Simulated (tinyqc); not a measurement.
CIS on RHF in the sto-3g basis, frozen core, for LiH, spin multiplicity 1, step by step. Computed by tinyqc, a small Python program that keeps every step (integrals from PySCF). Settings: charge = 0, multiplicity = 1, basis = sto-3g, method = RHF, frozen orbitals = 1, energy threshold = 1e-10, iteration cap = 82, orthogonalisation = symmetric, start = Wolfsberg-Helmholz matrix, DIIS depth = 6. Command: `OMP_NUM_THREADS=1 python tinyqc.py 28963 28964 out.jsonl` (the two numbers bound the seeds that draw the settings). One thread of a shared host (Intel(R) Xeon(R) Processor @ 2.60GHz), about 0.06 s of CPU time with the checks. The early iterations of the SCF are left out here.

## One-electron integrals

Geometry (angstrom):
```
atom,x,y,z
Li,0.0000,0.0000,0.0000
H,0.0000,0.0000,1.8800
```

Basis sto-3g: exponents (1/bohr^2) and contraction coefficients of normalised primitives:
```
element,l (shell),exponent,coefficient
Li,s (1),16.1196,0.1543
Li,s (1),2.9362,0.5353
Li,s (1),0.7947,0.4446
Li,s (2),0.6363,-0.1000
Li,s (2),0.1479,0.3995
Li,s (2),0.0481,0.7001
Li,p (3),0.6363,0.1559
Li,p (3),0.1479,0.6077
Li,p (3),0.0481,0.3920
H,s (1),3.4253,0.1543
H,s (1),0.6239,0.5353
H,s (1),0.1689,0.4446
```

Overlap, kinetic and nuclear-attraction integrals over the contracted functions; the nuclear repulsion is the sum of Za Zb / Rab.

nuclear repulsion = 0.844432 hartree

overlap S, lower triangle:
```
,1Li 1s,1Li 2s,1Li 2px,1Li 2py,1Li 2pz,2H 1s
1Li 1s,1.0000
1Li 2s,0.2411,1.0000
1Li 2px,0.0000,0.0000,1.0000
1Li 2py,0.0000,0.0000,0.0000,1.0000
1Li 2pz,0.0000,0.0000,0.0000,0.0000,1.0000
2H 1s,0.0362,0.3266,0.0000,0.0000,0.4516,1.0000
```

kinetic energy T (hartree), lower triangle:
```
,1Li 1s,1Li 2s,1Li 2px,1Li 2py,1Li 2pz,2H 1s
1Li 1s,3.5768
1Li 2s,-0.0202,0.1022
1Li 2px,0.0000,0.0000,0.3197
1Li 2py,0.0000,0.0000,0.0000,0.3197
1Li 2pz,0.0000,0.0000,0.0000,0.0000,0.3197
2H 1s,-0.0109,0.0253,0.0000,0.0000,0.0880,0.7600
```

nuclear attraction V (hartree), lower triangle:
```
,1Li 1s,1Li 2s,1Li 2px,1Li 2py,1Li 2pz,2H 1s
1Li 1s,-8.2644
1Li 2s,-1.0322,-1.4684
1Li 2px,0.0000,0.0000,-1.4309
1Li 2py,0.0000,0.0000,0.0000,-1.4309
1Li 2pz,-0.0117,-0.1060,0.0000,0.0000,-1.5146
2H 1s,-0.1519,-0.5591,0.0000,0.0000,-0.7819,-2.0705
```

core Hamiltonian H = T + V (hartree), lower triangle:
```
,1Li 1s,1Li 2s,1Li 2px,1Li 2py,1Li 2pz,2H 1s
1Li 1s,-4.6876
1Li 2s,-1.0525,-1.3662
1Li 2px,0.0000,0.0000,-1.1112
1Li 2py,0.0000,0.0000,0.0000,-1.1112
1Li 2pz,-0.0117,-0.1060,0.0000,0.0000,-1.1949
2H 1s,-0.1627,-0.5338,0.0000,0.0000,-0.6938,-1.3104
```

## Two-electron integrals

Functions are numbered as in S; the eight-fold symmetry (ij|kl) = (ji|kl) = (kl|ij) leaves the list below.

Two-electron integrals (ij|kl) in chemists' order, unique and non-zero (hartree):
```
i,j,k,l,(ij|kl)
1,1,1,1,1.6804
2,1,1,1,0.2654
2,1,2,1,0.0499
2,2,1,1,0.3977
2,2,2,1,0.0929
2,2,2,2,0.2906
3,1,3,1,0.0090
3,2,3,1,0.0138
3,2,3,2,0.0642
3,3,1,1,0.3966
3,3,2,1,0.0929
3,3,2,2,0.2905
3,3,3,3,0.3129
4,1,4,1,0.0090
4,2,4,1,0.0138
4,2,4,2,0.0642
4,3,4,3,0.0169
4,4,1,1,0.3966
4,4,2,1,0.0929
4,4,2,2,0.2905
4,4,3,3,0.2792
4,4,4,4,0.3129
5,1,5,1,0.0090
5,2,5,1,0.0138
5,2,5,2,0.0642
5,3,5,3,0.0169
5,4,5,4,0.0169
5,5,1,1,0.3966
5,5,2,1,0.0929
5,5,2,2,0.2905
5,5,3,3,0.2792
5,5,4,4,0.2792
5,5,5,5,0.3129
6,1,1,1,0.0384
6,1,2,1,0.0073
6,1,2,2,0.0138
6,1,3,3,0.0137
6,1,4,4,0.0137
6,1,5,1,0.0009
6,1,5,2,0.0017
6,1,5,5,0.0142
6,1,6,1,0.0012
6,2,1,1,0.1111
6,2,2,1,0.0263
6,2,2,2,0.0899
6,2,3,3,0.0849
6,2,4,4,0.0849
6,2,5,1,0.0042
6,2,5,2,0.0276
6,2,5,5,0.0997
6,2,6,1,0.0046
6,2,6,2,0.0495
6,3,3,1,0.0019
6,3,3,2,0.0093
6,3,5,3,0.0040
6,3,6,3,0.0031
6,4,4,1,0.0019
6,4,4,2,0.0093
6,4,5,4,0.0040
6,4,6,4,0.0031
6,5,1,1,0.1440
6,5,2,1,0.0345
6,5,2,2,0.1215
6,5,3,3,0.1132
6,5,4,4,0.1132
6,5,5,1,0.0065
6,5,5,2,0.0424
6,5,5,5,0.1381
6,5,6,1,0.0062
6,5,6,2,0.0726
6,5,6,5,0.1076
6,6,1,1,0.2812
6,6,2,1,0.0677
6,6,2,2,0.2551
6,6,3,3,0.2328
6,6,4,4,0.2328
6,6,5,1,0.0114
6,6,5,2,0.0954
6,6,5,5,0.2996
6,6,6,1,0.0122
6,6,6,2,0.1794
6,6,6,5,0.2722
6,6,6,6,0.7746
```

## Orthogonalisation

S = U s U^T; symmetric (Loewdin) form X = U s^(-1/2) U^T, so that X^T S X = 1.

eigenvalues of S: 0.4314  0.8019  1.0000  1.0000  1.1790  1.5877

X, lower triangle:
```
,1Li 1s,1Li 2s,1Li 2px,1Li 2py,1Li 2pz,2H 1s
1Li 1s,1.0234
1Li 2s,-0.1305,1.0775
1Li 2px,0.0000,0.0000,1.0000
1Li 2py,0.0000,0.0000,0.0000,1.0000
1Li 2pz,-0.0072,0.0740,0.0000,0.0000,1.1000
2H 1s,0.0167,-0.2097,0.0000,0.0000,-0.2846,1.1530
```

## Starting guess

The start is the generalised Wolfsberg-Helmholz matrix (K = 1.75) built on H; D = 2 C_occ C_occ^T.

D at the start, lower triangle:
```
,1Li 1s,1Li 2s,1Li 2px,1Li 2py,1Li 2pz,2H 1s
1Li 1s,1.9768
1Li 2s,0.0305,0.1515
1Li 2px,0.0000,0.0000,0.0000
1Li 2py,0.0000,0.0000,0.0000,0.0000
1Li 2pz,-0.0884,0.2366,0.0000,0.0000,0.3789
2H 1s,-0.1402,0.3383,0.0000,0.0000,0.5426,0.7772
```

## Iteration 8 (converged): orbitals

converged F (hartree), lower triangle:
```
,1Li 1s,1Li 2s,1Li 2px,1Li 2py,1Li 2pz,2H 1s
1Li 1s,-2.3546
1Li 2s,-0.6410,-0.2169
1Li 2px,0.0000,0.0000,0.1630
1Li 2py,0.0000,0.0000,0.0000,0.1630
1Li 2pz,0.0146,-0.0828,0.0000,0.0000,0.0294
2H 1s,-0.0996,-0.2294,0.0000,0.0000,-0.2152,-0.1066
```

Diagonalise F' = X^T F X, C = X C', fill 2 alpha and 2 beta electrons from the bottom; D = 2 C_occ C_occ^T. Each column has its largest component positive (the first on a tie).

F' = X^T F X (hartree), lower triangle:
```
,1,2,3,4,5,6
1,-2.3013
2,-0.3592,-0.0248
3,0.0000,0.0000,0.1630
4,0.0000,0.0000,0.0000,0.1630
5,0.0148,0.0112,0.0000,0.0000,0.1565
6,0.0040,-0.2335,0.0000,0.0000,-0.2734,0.0932
```

orbital energies (hartree): MO1 -2.3571, MO2 -0.2607, MO3 0.0750, MO4 0.1630, MO5 0.1630, MO6 0.4664

coefficients C:
```
,MO1,MO2,MO3,MO4,MO5,MO6
1Li 1s,0.9914,-0.1543,-0.2131,0.0000,0.0000,0.1124
1Li 2s,0.0334,0.4783,0.7981,0.0000,0.0000,-0.6006
1Li 2px,0.0000,0.0000,0.0000,-0.1415,0.9899,0.0000
1Li 2py,0.0000,0.0000,0.0000,0.9899,0.1415,0.0000
1Li 2pz,-0.0049,0.3360,-0.6042,0.0000,0.0000,-0.9048
2H 1s,0.0001,0.5703,-0.1673,0.0000,0.0000,1.0495
```

D after iteration 8, lower triangle:
```
,1Li 1s,1Li 2s,1Li 2px,1Li 2py,1Li 2pz,2H 1s
1Li 1s,2.0133
1Li 2s,-0.0813,0.4598
1Li 2px,0.0000,0.0000,0.0000
1Li 2py,0.0000,0.0000,0.0000,0.0000
1Li 2pz,-0.1135,0.3211,0.0000,0.0000,0.2258
2H 1s,-0.1758,0.5456,0.0000,0.0000,0.3832,0.6505
```

Within a degenerate level the vectors are fixed only up to a rotation; this is one choice.

## Convergence

Stop when the energy changes by less than 1e-10 hartree and every element of the error matrix X^T (F D S - S D F) X is below 3e-06.

Course of the cycle:
```
iteration,E (hartree),change,largest element of the error matrix
1,-7.826103,-,6.15e-02
2,-7.838394,-1.23e-02,2.49e-02
3,-7.842019,-3.63e-03,1.20e-02
4,-7.843009,-9.90e-04,1.13e-03
5,-7.843010,-1.17e-06,6.71e-04
6,-7.843011,-7.29e-07,2.86e-05
7,-7.843011,-1.75e-09,6.37e-06
8,-7.843011,-6.91e-11,1.81e-07
```

PySCF RHF in the same basis = -7.843011 hartree

Converged in 8 iterations.

## Populations, bond orders and dipole

Mulliken: Z minus the diagonal of D S on the atom; Loewdin: the same with S^(1/2) D S^(1/2); Mayer order: 2 sum_s sum (D(s) S)_ij (D(s) S)_ji over the two atoms.

Charges (e):
```
atom,Mulliken,Loewdin
1Li,-0.0046,-0.0046
2H,0.0046,0.0046
```

Mayer bond orders:
```
pair,order
2-1,1.0000
```

dipole moment about the origin, x y z (debye): 0.0000  0.0000  -4.9526

## Integrals over molecular orbitals

(pq|rs) = sum C_ip C_jq C_kr C_ls (ij|kl), one index at a time.

one-electron integrals over orbitals h = C^T H C (hartree), lower triangle:
```
,1,2,3,4,5,6
1,-4.6785
2,0.0983,-1.3912
3,0.1640,0.0242,-1.1081
4,0.0000,0.0000,0.0000,-1.1112
5,0.0000,0.0000,0.0000,0.0000,-1.1112
6,-0.0486,0.0079,0.0251,0.0000,0.0000,-0.9920
```

Two-electron integrals over orbitals (pq|rs), unique and non-zero (hartree); the lowest 1 orbital is frozen and left out:
```
p,q,r,s,(pq|rs)
2,2,2,2,0.4682
3,2,2,2,-0.0538
3,2,3,2,0.0166
3,3,2,2,0.2169
3,3,3,2,0.0112
3,3,3,3,0.3339
4,2,4,2,0.0221
4,3,4,2,0.0197
4,3,4,3,0.0413
4,4,2,2,0.2567
4,4,3,2,0.0093
4,4,3,3,0.2811
4,4,4,4,0.3129
5,2,5,2,0.0221
5,3,5,2,0.0197
5,3,5,3,0.0413
5,4,5,4,0.0169
5,5,2,2,0.2567
5,5,3,2,0.0093
5,5,3,3,0.2811
5,5,4,4,0.2792
5,5,5,5,0.3129
6,2,2,2,0.1150
6,2,3,2,-0.0388
6,2,3,3,-0.0175
6,2,4,4,-0.0285
6,2,5,5,-0.0285
6,2,6,2,0.1275
6,3,2,2,-0.0538
6,3,3,2,0.0129
6,3,3,3,0.0361
6,3,4,4,0.0050
6,3,5,5,0.0050
6,3,6,2,-0.0352
6,3,6,3,0.0280
6,4,4,2,-0.0192
6,4,4,3,-0.0130
6,4,6,4,0.0197
6,5,5,2,-0.0192
6,5,5,3,-0.0130
6,5,6,5,0.0197
6,6,2,2,0.4398
6,6,3,2,-0.0466
6,6,3,3,0.2396
6,6,4,4,0.2635
6,6,5,5,0.2635
6,6,6,2,0.1155
6,6,6,3,-0.0454
6,6,6,6,0.4388
```

## CIS matrix, singlets

A(ia,jb) = (e_a - e_i) d_ij d_ab + 2 (ia|jb) - (ij|ab).

CIS matrix A, singlet (hartree), lower triangle:
```
,2>3,2>4,2>5,2>6
2>3,0.1519
2>4,0.0000,0.2111
2>5,0.0000,0.0000,0.2111
2>6,-0.0238,0.0000,0.0000,0.5422
```

## CIS singlet states

dipole integrals <i|r|a> (bohr):
```
,x,y,z
2>3,0.0000,0.0000,-0.5970
2>4,-0.1394,0.9750,0.0000
2>5,0.9750,0.1394,0.0000
2>6,0.0000,0.0000,0.9217
```

Diagonalise A (1 hartree = 27.211386 eV); each vector has its largest component positive (the first on a tie). The transition dipole is mu = sqrt2 sum c_ia <i|r|a>.

singlet excitation energies (eV): 4.0951  5.7443  5.7443  14.7939

lowest vectors:
```
,state 1,state 2,state 3,state 4
2>3,0.9982,0.0000,0.0000,-0.0607
2>4,0.0000,0.2189,0.9758,0.0000
2>5,0.0000,0.9758,-0.2189,0.0000
2>6,0.0607,0.0000,0.0000,0.9982
```

oscillator strengths 2/3 w |mu|^2: 0.0585  0.2731  0.2731  0.6629

Within a degenerate level the vectors are fixed only up to a rotation; this is one choice.

## CIS matrix, triplets

A(ia,jb) = (e_a - e_i) d_ij d_ab - (ij|ab).

CIS matrix A, triplet (hartree), lower triangle:
```
,2>3,2>4,2>5,2>6
2>3,0.1188
2>4,0.0000,0.1670
2>5,0.0000,0.0000,0.1670
2>6,0.0538,0.0000,0.0000,0.2873
```

## CIS triplet states

Diagonalise A (1 hartree = 27.211386 eV); each vector has its largest component positive (the first on a tie).

triplet excitation energies (eV): 2.8042  4.5435  4.5435  8.2445

lowest vectors:
```
,state 1,state 2,state 3,state 4
2>3,0.9599,0.0000,0.0000,0.2803
2>4,0.0000,0.9323,0.3616,0.0000
2>5,0.0000,-0.3616,0.9323,0.0000
2>6,-0.2803,0.0000,0.0000,0.9599
```

Within a degenerate level the vectors are fixed only up to a rotation; this is one choice.
